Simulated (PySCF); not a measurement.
# SiO−: from the state search to spectroscopic constants

One table from this session's results is given with a row withheld; the runs are named, their logs left out.

Program: PySCF 2.14.0. Level of theory: Si def2-TZVPPD, O def2-TZVPPD, no relativity. These are calculated values, not measurements.

2 further runs of the same task are left out: 2 set aside as unsound or not needed.

Set-up of the first run:

The job is set up so:

```
atoms                         : Si, O
charge                        : -1
basis                         : Si def2-TZVPPD, O def2-TZVPPD
Hamiltonian                   : no relativity
basis functions               : 88
electrons treated             : 23
masses in u                   : 27.9769, 15.9949
levels                        : PBE0, PBE, r²SCAN, TPSSh, MN15, BHandHLYP, revPBE, PW91, ωB97X, MP2, SCS-MP2, CCSD, CCSD(T)
grid                          : 80 radial by 434 angular points
occupations                   : held fixed by the projection of orbital angular momentum
dissociation limit            : Si + O−, each in its ground configuration
starting distance in angstrom : 1.815
values of 2S to try           : 1, 3
```

Command:

```bash
$ OMP_NUM_THREADS=2 python dia.py task.json out
```

Steps of the session up to this table: The job; First curve: PBE0; PBE; r²SCAN (meta-GGA); TPSSh (hybrid meta-GGA); MN15 (hybrid meta-GGA); BHandHLYP (global hybrid GGA); revPBE (GGA); PW91 (GGA); ωB97X (range-separated hybrid); MP2 and coupled cluster.

One table of the session follows, with a row left open; its other results are not shown here.

It belongs to the step «The curves together». Energy (eV) from each level's lowest point:

```
R (Å)  UHF-MP2  UHF-SCS-MP2  UHF-CCSD  UHF-CCSD(T)    PBE
1.346    1.784        1.753       n/a          n/a  1.771
1.409    0.837        0.814     0.732        0.801  0.833
1.471    0.296        0.281     0.230        0.273  0.296
1.518    0.085        0.078     0.051        0.074  0.086
1.565    0.000        0.000     0.000        0.000  0.000
1.612    0.012        0.019     0.047        0.023  0.010
1.675        ?            ?         ?            ?      ?
1.753    0.437        0.473     0.566        0.465  0.405
1.847    0.853        0.898     1.083        0.922  0.838
1.972    1.534        1.595       n/a          n/a  1.493
```

Q: Estimate the row for R (Å) = 1.675 from the others.

Worked estimate for «UHF-MP2». A straight line through the neighbours (1.612, 0.012) and (1.753, 0.437) gives 0.012 + (0.437 − 0.012) × (1.675 − 1.612) / (1.753 − 1.612) = 0.202; a parabola fitted to 4 rows on both sides gives 0.168.

As computed: UHF-MP2: 0.139; UHF-SCS-MP2: 0.158; UHF-CCSD: 0.222; UHF-CCSD(T): 0.165; PBE: 0.132. In «UHF-MP2» the line misses by +0.063 and the parabola by +0.029.
